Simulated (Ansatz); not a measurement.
in.yaml

```yaml
crystal:
  periodic: [false, false, false]
  atoms:
    - {symbol: Si, position_ang: [-1.861831, 0.028327, 0.000001]}
    - {symbol: H, position_ang: [-2.356703, 1.428035, 0.000001]}
    - {symbol: H, position_ang: [-2.356702, -0.671527, 1.212184]}
    - {symbol: H, position_ang: [-2.356703, -0.671527, -1.212182]}
    - {symbol: H, position_ang: [-0.127831, 0.028327, 0.000000]}
    - {symbol: Si, position_ang: [1.937169, 0.028327, -0.000001]}
    - {symbol: H, position_ang: [2.549350, -0.845957, 1.090012]}
    - {symbol: H, position_ang: [2.549349, -0.845957, -1.090013]}
basis:
  gaussian: {orbitals: 6-31G, point_charges: [{charge: -1.00, position_ang: [7.451, -0.291, -0.670]}]}
magnetization: {spin_polarized: false}
hamiltonian: {xc: hf}
output: {forces: true, orbitals: {seedname: orbitals}}
```

```sh
$ ansatz run in.yaml --threads 1 --pin off --events-out ev --progress --plain --max-ram 2393MiB
```

(1) Roughly how long does this take on 1 thread of Arm Neoverse V1, shared host, and how much host memory?

```
472 factors; integrals over basis functions are off by at most 1.8e-4 eV
mean field evaluation 1: about -15812.4835 eV, gradient 9.4e0 eV
mean field evaluation 2: about -15812.4869 eV, gradient 9.4e0 eV
mean field evaluation 4: about -15813.0993 eV, gradient 4.7e-1 eV
mean field evaluation 8: about -15813.1021 eV, gradient 1.3e-5 eV
mean field -15813.10208711 eV, -581.1207831959 hartree, gradient 1.9e-5 eV, S^2 0.000000; 0 other end points of the search recorded, 0 dependent functions left out
the calculation of the forces begins
reference -15813.10208711 eV, -581.1207831959 hartree; 17, 17 occupied and 21, 21 virtual orbitals, 472 factors
Total energy: -15813.10208711 eV, -581.1207831959 hartree
Atom 0 at    -1.861831     0.028327     0.000001 Å, force     2.059420    -0.163059    -0.011729 eV/Å
Atom 1 at    -2.356703     1.428035     0.000001 Å, force     0.082634     0.141573     0.002157 eV/Å
Atom 2 at    -2.356702    -0.671527     1.212184 Å, force    -0.031265    -0.084438     0.135770 eV/Å
Atom 3 at    -2.356703    -0.671527    -1.212182 Å, force    -0.031459    -0.083542    -0.129860 eV/Å
Atom 4 at    -0.127831     0.028327     0.000000 Å, force    -2.716683    -0.097825     0.003676 eV/Å
Atom 5 at     1.937169     0.028327    -0.000001 Å, force     1.400356     0.621568    -0.050347 eV/Å
Atom 6 at     2.549350    -0.845957     1.090012 Å, force    -0.343136    -0.188493     0.335482 eV/Å
Atom 7 at     2.549349    -0.845957    -1.090013 Å, force    -0.385477    -0.161562    -0.292553 eV/Å
Dipole moment:    -0.022748    -0.110920    -0.020233 e Å
```

Forces (eV/Å):
```
Si   2.059 -0.163 -0.012
H    0.083  0.142  0.002
H   -0.031 -0.084  0.136
H   -0.031 -0.084 -0.130
H   -2.717 -0.098  0.004
Si   1.400  0.622 -0.050
H   -0.343 -0.188  0.335
H   -0.385 -0.162 -0.293
```

Results:

(1) 0.45 s wall and 0.07 GiB.
